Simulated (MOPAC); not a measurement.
MOPAC input (PM6):

```
PM6 PRECISE GNORM=0.05 LET XYZ CHARGE=-1 GEO-OK AUX(PRECISION=9) THREADS=1
C2H2N

C    -0.01834054 1   -0.04095923 1   -1.20035978 1
C     0.00307410 1    0.01730012 1    0.18214472 1
N     0.02261523 1    0.11860536 1    1.35580394 1
H     0.88544576 1   -0.36826819 1   -1.70388387 1
H    -0.95215375 1   -0.32001471 1   -1.67745335 1
```

Output:

```
 *******************************************************************************
 **                                                                           **
 **                              MOPAC v23.2.5                                **
 **                                                                           **
 *******************************************************************************
 ** MOPAC's Digital Object Identifier: https://doi.org/10.5281/zenodo.6511958 **
 **                                                                           **
 ** Please cite the open-source release paper for use of this MOPAC version:  **
 ** J. E. Moussa and J. J. P. Stewart (2026)                                  **
 ** MOPAC: An open-source semiempirical molecular orbital program             **
 ** J. Open Source Softw., 11(119), 8025, https://doi.org/10.21105/joss.08025 **
 *******************************************************************************

                              PM6 CALCULATION RESULTS

 *******************************************************************************
 *  PM6        - The PM6 Hamiltonian to be used
 *  GEO-OK     - OVERRIDE INTERATOMIC DISTANCE AND OTHER SAFETY CHECKS
 *
 *
 *
 *                 CHARGE ON SYSTEM = -1
 *
 *
 *
 *  LET        - OVERRIDE SOME SAFETY CHECKS
 *  PRECISE    - TIGHTER CRITERIA TO BE USED
 *  XYZ        - CARTESIAN COORDINATE SYSTEM TO BE USED
 *  GNORM      - EXIT WHEN GRADIENT NORM DROPS BELOW 0.050
 *  AUX        - OUTPUT AUXILIARY INFORMATION
 *******************************************************************************
PM6 PRECISE GNORM=0.05 LET XYZ CHARGE=-1 GEO-OK AUX(PRECISION=9) THREADS=1
 C2H2N

   ATOM   CHEMICAL          X               Y               Z
  NUMBER   SYMBOL      (ANGSTROMS)     (ANGSTROMS)     (ANGSTROMS)

     1       C         -0.01834054  *  -0.04095923  *  -1.20035978  *
     2       C          0.00307410  *   0.01730012  *   0.18214472  *
     3       N          0.02261523  *   0.11860536  *   1.35580394  *
     4       H          0.88544576  *  -0.36826819  *  -1.70388387  *
     5       H         -0.95215375  *  -0.32001471  *  -1.67745335  *

          CARTESIAN COORDINATES

    NO.       ATOM           X           Y           Z

     1         C         -0.0183     -0.0410     -1.2004
     2         C          0.0031      0.0173      0.1821
     3         N          0.0226      0.1186      1.3558
     4         H          0.8854     -0.3683     -1.7039
     5         H         -0.9522     -0.3200     -1.6775

 General Reference for PM6:
 "Optimization of Parameters for Semiempirical Methods V: Modification of NDDO Approximations
 and Application to 70 Elements", J. J. P. Stewart, J. Mol. Mod., 13, 1173-1213 (2007)
 URL: https://link.springer.com/article/10.1007/s00894-007-0233-4

           Empirical Formula: C2 H2 N  =     5 atoms

      MOLECULAR POINT GROUP   :   Cs

      RHF CALCULATION, NO. OF DOUBLY OCCUPIED LEVELS = 8

          Geometry optimization using EF

          DIAGONAL MATRIX USED AS START HESSIAN

 CYCLE:     1  GRAD.:    65.717 HEAT:  18.83986
 CYCLE:     2  GRAD.:   691.772 HEAT:  68.29835
 CYCLE:     3  GRAD.:   185.920 HEAT:  23.36705
 CYCLE:     4  GRAD.:   214.033 HEAT:  25.35129
 CYCLE:     5  GRAD.:   160.013 HEAT:  25.08291
 CYCLE:     6  GRAD.:    45.036 HEAT:  15.81574
 CYCLE:     7  GRAD.:    27.439 HEAT:  14.95244
 CYCLE:     8  GRAD.:     2.201 HEAT:  14.67202
 CYCLE:     9  GRAD.:     2.291 HEAT:  14.67086
 CYCLE:    10  GRAD.:     1.116 HEAT:  14.66898
 CYCLE:    11  GRAD.:     0.212 HEAT:  14.66872
 CYCLE:    12  GRAD.:     0.116 HEAT:  14.66870
 CYCLE:    13  GRAD.:     0.436 HEAT:  14.66876
 CYCLE:    14  GRAD.:     0.021 HEAT:  14.66869

     GRADIENT =  0.02142 IS LESS THAN CUTOFF =  0.05000

 -------------------------------------------------------------------------------
 PM6 PRECISE GNORM=0.05 LET XYZ CHARGE=-1 GEO-OK AUX(PRECISION=9) THREADS=1
 C2H2N

     GEOMETRY OPTIMISED USING EIGENVECTOR FOLLOWING (EF).
     SCF FIELD WAS ACHIEVED

                              PM6 CALCULATION
                                                       MOPAC v23.2.5 Linux

          FINAL HEAT OF FORMATION =         14.66869 KCAL/MOL =      61.37381 KJ/MOL

          COSMO AREA              =         79.24 SQUARE ANGSTROMS
          COSMO VOLUME            =         60.73 CUBIC ANGSTROMS

          GRADIENT NORM           =          0.02142          =       0.00958 PER ATOM
          IONIZATION POTENTIAL    =          2.255036 EV
          HOMO LUMO ENERGIES (EV) =         -2.255  7.973
          NO. OF FILLED LEVELS    =          8
          MOLECULAR WEIGHT        =         40.0445         POINT GROUP:  C2v

          MOLECULAR DIMENSIONS (Angstroms)

            Atom       Atom       Distance
            H     5    N     3     3.22555
            H     4    N     3     1.71891
            C     1    N     3     0.00007

          SCF CALCULATIONS        =         15

   ATOM   CHEMICAL          X               Y               Z
  NUMBER   SYMBOL      (ANGSTROMS)     (ANGSTROMS)     (ANGSTROMS)

     1       C         -0.02055119  *  -0.14305538  *  -1.16787134  *
     2       C          0.00281339  *   0.01098549  *   0.17629602  *
     3       N          0.02325844  *   0.14556509  *   1.35089975  *
     4       H          0.86385554  *  -0.23075029  *  -1.74036849  *
     5       H         -0.92442999  *  -0.18379193  *  -1.71464912  *

                             CARTESIAN COORDINATES

   1    C       -0.020551187    -0.143055385    -1.167871343
   2    C        0.002813392     0.010985492     0.176296023
   3    N        0.023258436     0.145565093     1.350899749
   4    H        0.863855535    -0.230750285    -1.740368494
   5    H       -0.924429989    -0.183791931    -1.714649122

           Empirical Formula: C2 H2 N  =     5 atoms

      MOLECULAR POINT GROUP   :   C2v

                  EIGENVALUES
 -24.76878 -18.50197 -11.13023  -9.14860  -7.34110  -6.57471  -5.80893  -2.25504
   7.97340   8.37309  11.17080  12.21759  12.46208  13.45807

              NET ATOMIC CHARGES AND DIPOLE CONTRIBUTIONS

  ATOM NO.   TYPE          CHARGE      No. of ELECS.   s-Pop       p-Pop
    1          C          -0.976540        4.9765     1.05563     3.92091
    2          C           0.345214        3.6548     1.09838     2.55640
    3          N          -0.685191        5.6852     1.83451     3.85068
    4          H           0.158260        0.8417     0.84174
    5          H           0.158258        0.8417     0.84174
 DIPOLE           X         Y         Z       TOTAL
 POINT-CHG.    -0.015    -0.101    -0.879     0.885
 HYBRID        -0.010    -0.067    -0.584     0.588
 SUM           -0.026    -0.168    -1.463     1.473

          ATOMIC ORBITAL ELECTRON POPULATIONS

     Atom    s        px        py        pz
    1  C   1.05563   1.15732   1.73500   1.02859
    2  C   1.09838   0.82400   0.83521   0.89720
    3  N   1.83451   1.21100   1.41803   1.22165
    4  H   0.84174
    5  H   0.84174

 **********************
 *                    *
 * JOB ENDED NORMALLY *
 *                    *
 **********************

 == MOPAC DONE ==
```

The dipole moment of an ion depends on the origin.
